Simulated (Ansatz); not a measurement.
in.yaml

```yaml
crystal:
  periodic: [false, false, false]
  atoms:
    - {symbol: Si, position_ang: [0.000000, 0.000000, 0.000000]}
    - {symbol: O, position_ang: [0.000000, 0.000000, 1.346000]}
basis:
  gaussian: {orbitals: 6-31G}
total_charge: 1
magnetization: {spin_polarized: false, initial_magnetization: 3}
correlation: {method: fci, electrons: outside_noble_gas}
```

```sh
$ ansatz run in.yaml --threads 1 --pin off --events-out ev --progress --plain --max-ram 2393MiB
```

The program prints:

```
393 factors; integrals over basis functions are off by at most 4.8e-8 eV
mean field evaluation 1: about -9875.8074 eV, gradient 3.6e1 eV
mean field evaluation 2: about -9875.9873 eV, gradient 3.6e1 eV
mean field evaluation 4: about -9879.3632 eV, gradient 4.2e0 eV
mean field evaluation 8: about -9879.4782 eV, gradient 1.1e-1 eV
mean field evaluation 16: about -9879.5660 eV, gradient 6.3e-1 eV
mean field evaluation 32: about -9879.2794 eV, gradient 2.2e0 eV
mean field evaluation 64: about -9879.4778 eV, gradient 3.4e-1 eV
mean field evaluation 96: about -9879.6513 eV, gradient 6.1e0 eV
mean field evaluation 128: about -9879.0830 eV, gradient 4.9e-1 eV
mean field evaluation 160: about -9879.4825 eV, gradient 3.1e0 eV
mean field evaluation 192: about -9879.4783 eV, gradient 3.6e-6 eV
mean field evaluation 224: about -9879.0090 eV, gradient 1.1e-1 eV
mean field evaluation 256: about -9879.4783 eV, gradient 1.5e-5 eV
mean field -9880.00091055 eV, -363.0833365576 hartree, gradient 2.6e-6 eV, S^2 3.750000; 17 other end points of the search recorded, 0 dependent functions left out
mean field evaluation 288: about -9880.0422 eV, gradient 1.5e-2 eV
mean field evaluation 320: about -9879.5429 eV, gradient 5.1e-2 eV
mean field evaluation 352: about -9879.1193 eV, gradient 5.0e-2 eV
mean field evaluation 384: about -9879.1184 eV, gradient 7.8e-3 eV
determinant -9880.00091055 eV, -363.0833365576 hartree, with singles and doubles -9882.96763817 eV, -363.1923617869 hartree
determinant -9879.47832180 eV, -363.0641317752 hartree, with singles and doubles -9882.36897689 eV, -363.1703613906 hartree
determinant -9879.04646656 eV, -363.0482613878 hartree, with singles and doubles -9881.94953849 eV, -363.1549473134 hartree
6 core orbitals not correlated: weight in the atoms' cores, before any rotation towards them, 1.000 or more for the frozen orbitals, at most 0.000 for the correlated occupied ones
reference -9880.00091055 eV, -363.0833365576 hartree; 6, 3 occupied and 10, 13 virtual orbitals, 393 factors
state -9883.40339418 eV, -363.2083755247 hartree
Total energy: -9883.40339418 eV, -363.2083755247 hartree
```

Ran on 1 thread of Intel Xeon 6975P-C, shared host: 14 s wall, 0.2 GiB peak host memory.
